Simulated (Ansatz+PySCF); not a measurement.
Results of a calculation; reference values are marked as such.
Input for PySCF 2.14.0:

```python
from pyscf import gto, scf

mol = gto.M(atom="""
S 0.000000 0.000000 -0.460580
O 0.000000 0.000000 0.921160
""", basis='def2-svp', charge=0, spin=2)
mf = scf.UHF(mol)
mf.init_guess = 'huckel'
mf.kernel()
while True:  # follow internal instabilities
    mo, _, stable, _ = mf.stability(return_status=True)
    if stable: break
    mf.kernel(mf.make_rdm1(mo, mf.mo_occ))
print(mf.converged, mf.e_tot, mf.spin_square()[0])
```

The script is written out from the run's settings.

The run gave:

| Item | Value |
| --- | --- |
| Converged | yes |
| Total energy | -472.14507 hartree |
| Spin squared of the determinant | 2.030 |
